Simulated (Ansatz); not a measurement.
A made-up structure of AlNH$_{3}$, doublet:

```
5
angstrom
N 0.3701 -0.7031 0.8617
Al -0.2564 0.3877 -0.3717
H 1.0221 -1.4077 1.1697
H -1.4416 -0.1428 -1.2744
H 0.0978 -0.7026 1.8447
```

It is relaxed with PBE-D4/def2-SVP and then PBE0-D4/def2-TZVP (Ansatz 0.2.0). Atoms count as bonded within 1.22 times the sum of their covalent radii (H–H: 0.88 Å). The end point is not checked to be a true minimum.

(1) Does its bonding change? (A judgement: the text doesn't fix the answer.)

Results:

(1) Computed: No: no bond forms or breaks.

Where it ends: The first stage lowers the energy by 0.92 eV in 8 steps. It ends as AlNH₃ ([NH2][AlH]):
```
atom    x (Å)    y (Å)    z (Å)
  N1   0.2805  -0.6630   1.0299
 Al2  -0.7493   0.3200  -0.0279
  H3   0.7158  -1.5305   0.7541
  H4  -0.9734  -0.2528  -1.5093
  H5   0.5184  -0.4421   1.9832
```

Labels in which every atom is bracketed show which atoms are joined, not bond orders.

For scale, one of the runs: PBE0-D4/def2-TZVP relaxation, 86 basis functions, launched by `ansatz run in.yaml --threads 2 --pin off --events-out ev --progress --plain --max-ram 4352MiB`. The run took about 7.5 s on 2 CPU threads of an Arm Neoverse V1 (shared host).
